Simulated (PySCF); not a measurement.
carbonyl sulfide anion (COS), SMILES S=C=O (connectivity only; charge and spin as stated), charge -1, multiplicity 2. Atoms are numbered in the order given.

```xyz
3

O      0.1747    -1.6510     0.0000
C     -0.3849    -0.5861     0.0000
S      0.0570     1.0453     0.0000
```
Charge -1, spin multiplicity 2.

Coordinates come from a PBE0-D3(BJ)/def2-TZVPD optimisation. The spin state was assumed, not searched.

The numbers are results of PySCF with PBE/def2-TZVPD, not measurements.

Isolated molecule, no solvent. A positive occupied level means that this level leaves the electron formally unbound; only the finite basis holds it.

Computed frontier levels, dipole moment and polarisability:
The α spin, highest occupied and lowest empty level comes out as 1.82 and 3.45 eV. The β spin, highest occupied and lowest empty level is -0.24 and 2.90 eV and the dipole moment about the centre of nuclear charge comes out as 0.46 D. The mean static polarisability is 84.1 bohr³ (12.46 Å³) and the polarisability, principal values is 56.3, 74.0, 122.0 bohr³. The ⟨S²⟩ is 0.753 (pure state 0.75).
